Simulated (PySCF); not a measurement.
# SiH3Cl (chlorosilane): CCSDT/STO-3G

Aim: the energy change on altering one bond length of SiH3Cl (chlorosilane) at CCSDT/STO-3G, from 2 runs. 

The calculation is run with PySCF 2.14.0.

9 further runs of the same task are left out: 9 set aside as unsound or not needed.

**1. The structure to begin with**

SiH3Cl has 5 atoms, charge 0, and is taken as a singlet. SMILES: `[SiH3]Cl`. The coordinates come from a PBE0-D4/def2-TZVP relaxation.

Bond lengths: Si1–Cl2 2.054 Å, Si1–H3 1.481 Å, Si1–H4 1.481 Å, Si1–H5 1.481 Å. Angles: Cl2–Si1–H3 108.5°, Cl2–Si1–H4 108.5°, Cl2–Si1–H5 108.5°, H3–Si1–H4 110.4°, H3–Si1–H5 110.4°, H4–Si1–H5 110.4°.

**2. A single-point energy at CCSDT/STO-3G**

Contents of run.py:

```python
from pyscf import gto, scf, cc

molecule = gto.M(
    atom='''
Si    -0.211649     0.035149    -0.058393
Cl     3.473884    -0.970374     0.623421
H     -1.796941    -0.922753     2.039203
H     -1.010437    -1.106813    -2.484801
H     -0.360560     2.825896    -0.197854
''',
    charge=0,
    verbose=3,
    basis='sto-3g',
    max_memory=1860,
    unit='bohr',
)

mf = scf.RHF(molecule)
mf.conv_tol = 1e-10
mf.kernel()
if not mf.converged:
    mf = mf.newton().run(mf.mo_coeff, mf.mo_occ)

mycc = cc.CCSDT(mf, frozen=10)
mycc.kernel()
e_tot = mycc.e_tot
print('E(%s) = %.9f' % ('CCSDT', e_tot))
```

Run with:

```bash
$ OMP_NUM_THREADS=1 python run.py
```

Output:

```text
converged SCF energy = -741.972181287538
_make_eris_incore_RCCSDT

WARN: A large `blksize` is being used, which may cause large memory consumption
      for storing contraction intermediates. If memory is sufficient, consider using
      `pyscf.cc.rccsdt_highm.RCCSDT` instead.

RCCSDT converged
E(RCCSDT) = -742.0388627743072   E_corr = -0.06668148676945275
E_corr(same-spin) = -0.00164611016625675
E_corr(oppo-spin) = -0.065035376603196
E(CCSDT) = -742.038862774
```

Run time: 0.89 s. Hardware: 1 thread of Arm Neoverse V1, shared host; peak memory 0.1 GiB.

**3. The distorted shape at the same level**

Contents of job.py:

```python
from pyscf import gto, scf, cc

mol = gto.M(
    atom=[
    ('Si', (0.055795, 0.119989, -0.252920)),
    ('Cl', (2.006095, -0.412111, 0.107880)),
    ('H', (-0.950900, -0.488300, 1.079100)),
    ('H', (-0.366905, -0.484311, -1.536920)),
    ('H', (-0.023005, 1.596789, -0.326720)),
],
    spin=0,
    max_memory=1860,
    verbose=3,
    basis='sto-3g',
)

hf = scf.RHF(mol)
hf.conv_tol = 1e-10
hf.kernel()
if not hf.converged:
    hf = hf.newton().run(hf.mo_coeff, hf.mo_occ)

mycc = cc.CCSDT(hf, frozen=10)
mycc.kernel()
energy = mycc.e_tot
print('E(%s) = %.9f' % ('CCSDT', energy))
```

Run with:

```bash
$ OMP_NUM_THREADS=1 python job.py
```

Output:

```text
converged SCF energy = -741.927423486834
_make_eris_incore_RCCSDT

WARN: A large `blksize` is being used, which may cause large memory consumption
      for storing contraction intermediates. If memory is sufficient, consider using
      `pyscf.cc.rccsdt_highm.RCCSDT` instead.

RCCSDT converged
E(RCCSDT) = -742.0060099066558   E_corr = -0.07858641982158329
E_corr(same-spin) = -0.0019130467847357
E_corr(oppo-spin) = -0.0766733730368476
E(CCSDT) = -742.006009907
```

Run time: 0.95 s. Hardware: 1 thread of Arm Neoverse V1, shared host; peak memory 0.1 GiB.

**4. What came out**

At CCSDT/STO-3G, 10 core orbitals frozen:

```
                                                          quantity          value
                                         first shape: total energy  -742.03886 Eh
                 first shape: dipole moment (Hartree–Fock density)         2.84 D
                  first shape: HOMO energy (Hartree–Fock orbitals)      -10.15 eV
                  first shape: LUMO energy (Hartree–Fock orbitals)        9.58 eV
                first shape: HOMO–LUMO gap (Hartree–Fock orbitals)       19.73 eV
         first shape: correlation energy (10 core orbitals frozen)      -66.7 mEh
                                        first shape: T1 diagnostic          0.004
                                     distorted shape: total energy  -742.00601 Eh
             distorted shape: dipole moment (Hartree–Fock density)         2.78 D
              distorted shape: HOMO energy (Hartree–Fock orbitals)       -9.76 eV
              distorted shape: LUMO energy (Hartree–Fock orbitals)        8.73 eV
            distorted shape: HOMO–LUMO gap (Hartree–Fock orbitals)       18.50 eV
     distorted shape: correlation energy (10 core orbitals frozen)      -78.6 mEh
                                    distorted shape: T1 diagnostic          0.005
energy change with the Si1–H3 bond stretched from 1.481 to 1.777 Å       0.894 eV
```

In words: With the Si1–H3 bond stretched from 1.481 to 1.777 Å the energy rises by 0.89 eV (86.3 kJ/mol). The first shape isn't relaxed at this level, so the change isn't measured from a minimum. The minimal basis adds a large error of its own. Mulliken charges (first shape) of the mean-field density run from -0.39 on Cl2 to +0.77 on Si1.
